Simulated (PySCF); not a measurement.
## Mass spectrum arithmetic for ClF

Species: `ClF` (ClF).

Calculated for natural abundance.

**Question.** What are the average molar mass and the monoisotopic mass?

**Answer.** For ClF, with standard atomic weights, 1 × 18.998 + 1 × 35.450 = 54.448 g/mol. From the most abundant isotopes (19F, 35Cl), 1 × 18.998403 + 1 × 34.968853 = 53.9673 u.

**Question.** Give the isotope pattern of the molecular ion M+•, merging species of the same nominal mass.

**Answer.** 
| nominal mass | m/z (centroid) | relative intensity |
| --- | --- | --- |
| 54 | 53.9667 | 100.0 |
| 56 | 55.9638 | 32.0 |

Cut off at 0.1 %. One electron mass, 0.00055 u, is taken off. Abundances used (%; other tables differ somewhat): 35Cl 75.78, 37Cl 24.22.

**Question.** Which m/z would the protonated and sodiated molecule have?

**Answer.** [M+H]+ 54.9745, [M+Na]+ 76.9565, for the monoisotopic species (arithmetic only; whether such ions form is another matter).

**Question.** Count the protons, neutrons and electrons of the monoisotopic species, and give its exact less its nominal mass.

**Answer.** 26 protons, 28 neutrons and 26 electrons; 53.9673 − 54 = -0.0327 u.

**Question.** List the species in which a single atom is changed from its most abundant isotope.

**Answer.** Intensity in % of the monoisotopic species:

```json
{"isotope": "37Cl", "mass shift (u)": "+1.99705", "m/z": "55.9638", "intensity (%)": "31.96"}
```

Species under 0.02 % are left out.
